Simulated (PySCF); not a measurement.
# TDDFT excited states: C4H7N

C4H7N.
SMILES with atom numbers: `[H]/[N:5]=[CH:4]\[CH2:3][CH:2]=[CH2:1]` (hydrogens: H6, H7 on C1; H8 on C2; H9, H10 on C3; H11 on C4; H12 on N5)

Computed, not measured: PySCF 2.14.0, density-fitted response routines, TDDFT PBE0/def2-SVPD, vertical, gas phase, core orbitals frozen in the response. Isolated species at its PBE0-D3(BJ)/def2-SVP geometry (one conformer only). Torsions of this conformer, `[H]/[N:5]=[CH:4]\[CH2:3][CH:2]=[CH2:1]`: C1–C2–C3–C4 114°, C2–C3–C4–N5 120°.

```tsv
state	E (eV)	λ (nm)	ν̃ (cm⁻¹)	f	|μ| (D)	main configurations (H = HOMO, L = LUMO)
S1	5.18	239.5	41750	0.010	0.72	H→L (76%), H→L+1 (11%), H-1→L (10%)
S2	6.51	190.4	52530	0.092	1.93	H-1→L (78%)
S3	6.73	184.2	54280	0.087	1.85	H→L+1 (72%), H→L (14%), H-1→L+1 (11%)
S4	7.28	170.4	58700	0.0093	0.58	H→L+2 (88%)
S5	7.45	166.3	60120	0.105	1.93	H-2→L (74%), H-3→L (9%), H-2→L+1 (8%)
S6	7.63	162.5	61520	0.090	1.77	H→L+3 (69%), H-1→L+2 (23%)
S7	7.82	158.6	63040	0.0076	0.51	H→L+4 (54%), H-1→L+2 (14%), H→L+3 (12%)
S8	7.85	158.0	63280	0.246	2.87	H-1→L+1 (61%)
S9	7.98	155.3	64380	0.0077	0.50	H→L+4 (29%), H-1→L+2 (28%), H→L+5 (27%)
S10	8.20	151.1	66160	0.037	1.09	H→L+5 (54%), H-1→L+2 (20%), H-1→L+3 (10%)
```

Triplets, Tamm–Dancoff:

| state | E (eV) | λ (nm) | main configurations (H = HOMO, L = LUMO) |
| --- | --- | --- | --- |
| T1 | 4.18 | 296.5 | H→L (68%), H-1→L+1 (19%), H-1→L (9%) |
| T2 | 4.47 | 277.3 | H-1→L (50%), H→L+1 (33%), H→L (13%) |
| T3 | 5.07 | 244.5 | H-2→L (64%), H-2→L+1 (22%) |
| T4 | 6.51 | 190.5 | H→L+1 (60%), H-1→L (31%) |

The lowest singlet comes at 240 nm (499 kJ/mol) in the ultraviolet; it is weak; its leading configuration is HOMO→LUMO (76%). The strongest level in the table is S8 at 7.85 eV (158 nm, f = 0.246). Löwdin shares by element: HOMO nitrogen 40%, carbon 37% or more (atoms not listed hold the other 23%); LUMO carbon 55% or more, nitrogen 21% (atoms not listed hold the other 24%). Of the 10 states listed, 7 reach f = 0.01 and none stays under 0.0005. The listed states span 3.03 eV, and the widest gap between neighbours is 1.34 eV (S1 to S2). The oscillator strengths of these states sum to 0.692; summed over the whole spectrum of an exact calculation they would give the number of electrons, 38 (Thomas–Reiche–Kuhn). The vertical ionisation energy (ΔSCF) is 9.48 eV, 1.28 eV above S10. Singlets were solved by full linear response, triplets in the Tamm–Dancoff approximation.
